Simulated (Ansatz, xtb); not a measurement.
# Ranking isomers of C5H12S

10 gas-phase structures of C5H12S, from a drawn sample of its isomers (lower ones may exist). Each was relaxed with GFN2-xTB; where two conformers were screened, the lower at r2SCAN-D4/def2-SVP is listed:

A. `CCC[C@H](C)S`, a singlet
B. `CSC(C)(C)C`, a singlet
C. `CC(C)[C@H](C)S`, a singlet
D. `CCSC(C)C`, a singlet
E. `CCCCCS`, a singlet
F. `CC[C@H](C)CS`, a singlet
G. `CSCC(C)C`, a singlet
H. `CCC(C)(C)S`, a singlet
I. `CC(C)(C)CS`, a singlet
J. `CC(C)CCS`, a singlet

Task: Which do you expect lowest at r2SCAN-D4/def2-SVP, and how would the others follow?

Result: Calculated order at r2SCAN-D4/def2-SVP: H (0.000), C (0.034), A (0.076), I (0.083), B (0.112), F (0.112), J (0.124), E (0.191), G (0.199), D (0.202) eV. Less than 1 kcal/mol parts H and C; C and A; A and I; I and B; B and F; F and J; E and G; G and D, so the order within those pairs means little.

Energies above the lowest of each column, in eV; the last columns are at B3LYP/def2-SVP geometries and were run for some of them only (a dash: not run or not comparable):

| structure | GFN2-xTB | HF/STO-3G | r2SCAN-D4/def2-SVP | B3LYP/def2-SVP | CCSD(T)/def2-SVP + ΔMP2/def2-TZVPP |
| --- | --- | --- | --- | --- | --- |
| H | 0.000 | 0.231 | 0.000 | 0.033 | 0.000 |
| C | 0.023 | 0.223 | 0.034 | 0.040 | 0.050 |
| A | 0.026 | 0.142 | 0.076 | 0.000 | 0.093 |
| I | 0.021 | 0.202 | 0.083 | 0.111 | 0.033 |
| B | 0.166 | 0.117 | 0.112 | 0.138 | 0.067 |
| F | 0.103 | 0.212 | 0.112 | 0.073 | 0.116 |
| J | 0.081 | 0.174 | 0.124 | 0.057 | 0.116 |
| E | 0.142 | 0.170 | 0.191 | – | – |
| G | 0.201 | 0.000 | 0.199 | – | – |
| D | 0.220 | 0.113 | 0.202 | – | – |

CCSD(T)/def2-SVP + ΔMP2/def2-TZVPP puts H lowest of those it was run on, with I within 1 kcal/mol; HF/STO-3G picks G, B3LYP/def2-SVP picks A. CCSD(T)/def2-SVP + ΔMP2/def2-TZVPP orders those it was run on as H (0.000), I (0.033), C (0.050), B (0.067), A (0.093), J (0.116), F (0.116) eV. Less than 1 kcal/mol parts H and I; I and C; C and B; B and A; A and J; J and F, so the order within those pairs means little. Flexible structures stand in one conformer each, not always the lowest. B keeps a small imaginary mode. Frequencies (GFN2-xTB) were run for A, B, C, F, H, I, J alone. ΔMP2 is the change of the MP2 energy from the smaller to the larger basis.

Over these structures GFN2-xTB departs from r2SCAN-D4/def2-SVP by 0.029 eV on average once a common shift is removed. A GFN2-xTB relaxation took about 0.087 s and the r2SCAN-D4/def2-SVP energy about 1.4 s on a shared host (Ansatz 0.2.0, xtb 6.7.1).
